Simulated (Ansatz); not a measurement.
# SiNH4 (doublet): wave-function methods side by side at distance N1–H4 along a hydrogen transfer = 1.058 Å, cc-pVDZ

One table from this session's results is given with a row withheld; the runs are named, their logs left out.

The runs use Ansatz 0.2.0, Gaussian basis; cc-pVDZ, core rule «outside noble gas», up to 6 orbitals frozen.

The runs, in order: UHF; CCSD(T) on ROHF; CCSD(T) on UHF; BCCD(T) on ROHF; CISD; CCSDT(Q) on ROHF; CCSDT(Q) on UHF; CASSCF and MRCISD+Q, 3 electrons in 3 orbitals; CASSCF and NEVPT2, 3 electrons in 3 orbitals.

11 further runs of the same task are left out: 10 that didn't finish, 1 set aside as unsound or not needed.

### The geometry

The geometry derives from fragments relaxed apart (PBE0/def2-TZVP) and kept rigid, so it is no stationary point. A hydrogen atom is moved between rigid fragments.

6 atoms, charge 0, spin multiplicity 2.

Atoms are counted from 1 here; the program's logs count them from 0.

Bond lengths: N1–H2 1.012 Å, N1–H3 1.012 Å, N1–H4 1.058 Å, H4–Si5 1.714 Å, Si5–H6 1.532 Å. Angles: H2–N1–H3 107.1°, H2–N1–H4 107.1°, H3–N1–H4 107.1°, N1–H4–Si5 180.0°, H4–Si5–H6 105.0°.

Coordinates:

```
N    -1.7673    0.0200   -0.0192
H    -2.0646    0.9878   -0.0192
H    -2.0646   -0.3823    0.8610
H    -0.7093    0.0200   -0.0192
Si    1.0047    0.0200   -0.0192
H     1.4012   -1.4595   -0.0192
```

Set-up of the first run:

Input file in.yaml:

```yaml
crystal:
  periodic: [false, false, false]
  atoms:
    - {symbol: N, position_ang: [-1.767275, 0.019973, -0.019236]}
    - {symbol: H, position_ang: [-2.064555, 0.987807, -0.019236]}
    - {symbol: H, position_ang: [-2.064554, -0.382326, 0.861023]}
    - {symbol: H, position_ang: [-0.709275, 0.019973, -0.019236]}
    - {symbol: Si, position_ang: [1.004725, 0.019973, -0.019236]}
    - {symbol: H, position_ang: [1.401159, -1.459540, -0.019236]}
basis:
  gaussian: {orbitals: cc-pVDZ}
magnetization: {spin_polarized: true, initial_magnetization: 1}
hamiltonian: {xc: hf}
output: {orbitals: {seedname: orbitals}}
```

Launch:

```sh
ansatz run in.yaml --threads 1 --pin off --events-out ev --progress --plain --max-ram 2393MiB
```

Among the steps run: UHF; CCSD(T) on ROHF; CCSD(T) on UHF; BCCD(T) on ROHF; CISD; CCSDT(Q) on ROHF; CCSDT(Q) on UHF; CASSCF and MRCISD+Q, 3 electrons in 3 orbitals; CASSCF and NEVPT2, 3 electrons in 3 orbitals.

One of the session's tables, all rows but one given; the rest of the session is left out.

It belongs to the step «Misses and costs». 

```
       method  from UCCSDT(Q) (kcal/mol)
         ROHF                    +197.69
          UHF                          ?
         RMP2                     +29.18
         UMP2                     +29.63
         CISD                     +23.49
        RCCSD                      +5.78
        UCCSD                      +5.72
     RCCSD(T)                      +0.96
     UCCSD(T)                      +0.96
      BCCD(T)                      +0.95
       RCCSDT                      +0.36
       UCCSDT                      +0.35
    RCCSDT(Q)                      +0.01
    UCCSDT(Q)                          0
  CASSCF pair                    +185.28
  MRCISD pair                     +21.14
MRCISD+Q pair                      +2.65
```

**Question.** Estimate the row for UHF.

The run gave: from UCCSDT(Q) (kcal/mol): +194.91. In the column «from UCCSDT(Q) (kcal/mol)» it lies between CASSCF pair (+185.28) and ROHF (+197.69).

Not comparable, so not listed: CASSCF and NEVPT2, 3 electrons in 3 orbitals (they don't share determinant, frozen orbitals or solution with the rows shown, or repeat one).

To keep in mind: Restricted and unrestricted rows rest on different reference determinants; where their highest levels disagree by more than a few hundredths of an eV, they describe different states and don't form one ladder. Warnings in the runs' records: passed over end.
